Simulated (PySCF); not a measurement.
Choosing a basis for TDDFT

Compound: C6H8.
Atom-mapped SMILES: `[CH:1]#[C:2][C:3]1([CH3:4])[CH2:5][CH2:6]1` (hydrogens: H7 on C1; H8, H9, H10 on C4; H11, H12 on C5; H13, H14 on C6)

TDDFT with PBE0 (PySCF), vertical singlets, core orbitals frozen in the response, spherical d and f functions. Geometry: PBE0-D3(BJ)/def2-SVP; no solvent, vibrations or thermal averaging.

Task: Compare 6-31G*, def2-SVP, def2-SVPD and def2-TZVP for this molecule.

Result: 

```tsv
basis	functions	diffuse	S1 (eV)	S2 (eV)	S3 (eV)	S4 (eV)	S5 (eV)	LUMO (eV)	α (au)
6-31G*	100	no	6.43	6.86	7.00	8.57	8.70	1.76	57.0
def2-SVP	124	no	6.38	6.80	6.95	7.95	8.25	1.41	59.9
def2-SVPD	184	yes	6.26	6.65	6.81	6.87	7.42	0.82	69.2
def2-TZVP	234	no	6.24	6.63	6.79	7.39	7.82	1.13	67.7
```

States are compared by their number. Against the only diffuse basis here (def2-SVPD, itself not a converged limit), sets without diffuse functions differ by up to 0.17 eV in S1 and 1.28 eV in S5. State by state, the largest deviation of a set without diffuse functions is S1 0.17, S2 0.21, S3 0.18, S4 1.70, S5 1.28 eV. The same number needn't mean the same state in each row. Against def2-SVPD the polarisability deviates by -18% in 6-31G*, -13% in def2-SVP, -2% in def2-TZVP.
